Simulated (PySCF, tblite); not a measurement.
**Complex of chloride and 2 × hydrogen sulfide**

A gas-phase complex of chloride and 2 × hydrogen sulfide; charge -1, singlet. The structure comes from a short search (6 tight-binding starts) and was relaxed by PBE0-D3(BJ)/def2-SVPD; another way of binding may lie lower. Frequencies by PBE0-D3(BJ)/def2-SVPD show no clear imaginary mode.

| part | name | SMILES | atoms | charge | multiplicity |
| --- | --- | --- | --- | --- | --- |
| 1 | chloride | [Cl-] | 1 | -1 | 1 |
| 2 | hydrogen sulfide | S | 2–4 | 0 | 1 |
| 3 | hydrogen sulfide | S | 5–7 | 0 | 1 |

```xyz
7

Cl   -0.084   -0.150    0.718
S     1.096   -3.362    0.012
H    -0.005   -3.803    0.659
H     0.718   -2.031    0.211
S    -1.668   -2.403    2.798
H    -1.066   -1.436    1.965
H    -0.477   -2.805    3.289
```
Atoms count from 1 in this order.

```
 contact  kind (by geometry)  distance (Å)  angle (°)
H6···Cl1       hydrogen bond         2.043        175
H4···Cl1       hydrogen bond         2.107        171
```

Interaction energies are complex less parts, with the parts frozen as they stand in it; counterpoise-corrected, in kcal/mol (PySCF).

Question: Give the interaction energy at each level run.

Answer: 
```tsv
level	interaction	superposition error removed
wB97M-D3(BJ)/def2-TZVPD	-24.85	-0.24
PBE0-D3(BJ)/def2-TZVPD	-29.49	-0.27
RI-MP2/aug-cc-pVTZ	-27.20	-1.92
```

Question: What holds them together? Decompose the wB97M-D3(BJ)/def2-TZVPD energy: frozen parts, their antisymmetrised product, then relaxation.

Answer: electrostatic -39.1, Pauli repulsion +46.6, orbital relaxation -29.8, dispersion correction -2.8 kcal/mol, which sum to the value before the counterpoise correction; the Pauli term holds the exchange-correlation of the frozen density too. Of the attraction, 54 % is electrostatic, 42 % is orbital relaxation, 4 % is dispersion correction.

Question: Are the pair energies additive?

Answer: The pairs sum to -27.61 kcal/mol (1–2 -13.0, 1–3 -13.5, 2–3 -1.1); the rest of +2.76 is a many-body weakening.

The parts were also relaxed and run alone, at the levels used for the complex: vibrations by PBE0-D3(BJ)/def2-SVPD; shieldings by PBE0/aug-pcSseg-2; core levels by delta-SCF with SCAN, aug-pcX-2 on the ionised atom and aug-pcseg-1 elsewhere, spin-free X2C (2p3/2 is the spin-free 2p value less a third of a first-order spin-orbit splitting).

Question: How do these values change when the complex forms?

Answer: 
```csv
property,alone,in the complex,change
S5–H6 bond (Å),1.350,1.411,+0.061
"stretch carried by H6 (cm⁻¹, harmonic)","2725, 2749",2020,-717 from the mean
its infrared intensity (km/mol),"0, 0",1635,
shielding of H6 (ppm),30.34,19.65,-10.69
shielding of Cl1 (ppm),1149.3,856.0,-293.3
shielding of H4 (ppm),30.34,21.04,-9.30
shielding of S5 (ppm),709.1,686.9,-22.2
Cl1 2p3/2 core level (eV),196.90,198.56,+1.66
S2 2p3/2 core level (eV),170.40,164.99,-5.40
S5 2p3/2 core level (eV),170.40,165.09,-5.30
```

Density functionals tend to overstate the lengthening and the red shift of so strongly bound an X–H bond.

Question: What are the binding energy from relaxed parts (wB97M-D3(BJ)/def2-TZVPD), and ΔH and ΔG of association at 298.15 K and 1 atm?

Answer: -22.51 kcal/mol, -20.77 with zero-point energy; ΔH -21.8 and ΔG -7.2 kcal/mol, from harmonic vibrations by PBE0-D3(BJ)/def2-SVPD with low modes damped.
